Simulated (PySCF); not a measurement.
Stepwise substitution at one centre (B F-Br). All species are isolated molecules in the gas phase. Strings in code marks are SMILES.

Computed with PySCF with PBE-D3(BJ)/def2-TZVP // B3LYP-D3(BJ)/def2-TZVP. Excitations are Tamm–Dancoff values on a coarser integration grid. The basis has no diffuse functions, so Rydberg states are missing or too high.

| species | S1–T1 gap (TDA) (eV) | S1 oscillator strength | HOMO (eV) |
|---|---|---|---|
| 0 of 3 F replaced by Br (`FB(F)F`) | 0.26 | 0.000 | -10.00 |
| 1 of 3 F replaced by Br | … | … | -7.70 |
| 2 of 3 F replaced by Br (`BrB(Br)F`) | 0.16 | 0.000 | -7.32 |
| 3 of 3 F replaced by Br (`BrB(Br)Br`) | 0.16 | … | -7.03 |

Problem. Fill in the missing entries.

Solution. 
- 1 of 3 F replaced by Br, S1–T1 gap (TDA) (eV): 0.17
- 1 of 3 F replaced by Br, S1 oscillator strength: 0.000
- 3 of 3 F replaced by Br (`BrB(Br)Br`), S1 oscillator strength: 0.000
